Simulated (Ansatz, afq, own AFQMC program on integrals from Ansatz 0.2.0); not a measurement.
## C3H7, doublet: AFQMC among the cluster methods

| atom | x (Å) | y (Å) | z (Å) |
| --- | --- | --- | --- |
| C | -0.8894 | 0.3328 | -1.1703 |
| C | 0.3808 | -0.0352 | -0.4945 |
| C | 1.1200 | 0.9422 | 0.3443 |
| H | -1.4251 | -0.5475 | -1.5562 |
| H | -1.5701 | 0.8758 | -0.4909 |
| H | -0.7215 | 1.0085 | -2.0355 |
| H | 0.8930 | -0.9517 | -0.8054 |
| H | 0.4445 | 1.4840 | 1.0300 |
| H | 1.9042 | 0.4620 | 0.9487 |
| H | 1.6212 | 1.7223 | -0.2670 |

Basis def2-TZVP. Noble-gas cores (and the filled d shells of Ga–Kr and In–Xe) are frozen. Integrals, coupled cluster, full CI and functionals: Ansatz 0.2.0; the random walks run on the same integrals in our own AFQMC program. ph-AFQMC/CISD is guided by a CISD state made of CCSD amplitudes; releasing the constraint for a short imaginary time cuts its bias at the price of noise, slowly where states lie close. Free AFQMC starts from the CCSD state and is never constrained. Its projection time is finite, and what remains of the start isn't in its error. Uncertainties: one standard error, sampling alone.

Determinant: UHF, the one that the program's search chose, which needn't be the lowest solution. The geometry is a PBE0/def2-SVP stationary point of this or a neighbouring charge and spin state.

No full CI on the walks' own integrals is used here. The released AFQMC energy serves as the reference, which it does only where one determinant dominates, the energy is flat over the last release times and near the phaseless one (40 meV or 2 meV an electron, half that with transition metals). On small molecules, where full CI could be run and the noise was under 10 meV, such values lay within 10 meV of it in 19 cases of 20, a flattering rate, since the rule was set on those same cases; what remains of the bias isn't in the error bar.

Cautions: the ph-AFQMC/HF walk drifts between its halves (2.6 errors); the released value is read at 0.99 1/Eh, later times being too noisy (meV from the phaseless value at times in 1/Eh: -6 ± 6 at 0.24, -6 ± 8 at 0.51, -13 ± 6 at 0.99, -28 ± 17 at 1.50).

The T1 diagnostic is 0.0114, the weight of the determinant in the CISD state is 0.834 and the ⟨S²⟩ of the determinant is 0.765. The size of the correlated space is 19 electrons in 132 orbitals.

```csv
level,correlation energy (eV)
MP2,-13.1990
CCSD,-14.4475
CCSD(T),-14.9532
```

Problem. Estimate where free-projection AFQMC lies against CCSD(T) on the same integrals.

Solution. 1.17 ± 0.50 kcal/mol below CCSD(T).

Reference: AFQMC with the constraint released, correlation energy -15.004 ± 0.006 eV.

| level | E − E(reference) (kcal/mol) | share of correlation (%) |
| --- | --- | --- |
| CCSD(T) | 1.17 ± 0.14 | 99.66 |
| ph-AFQMC/HF | -1.88 ± 0.79 | 100.54 |
| ph-AFQMC/CISD | 0.30 ± 0.21 | 99.91 |
| free AFQMC | 0.00 ± 0.52 | 100.00 |

Free projections are given only where their last times agree within the noise and don't stop above the reference; a slow remainder of the start can still hide under it. Released energies are given only where the last usable release times agree within the noise; a slower fall can still hide under it.
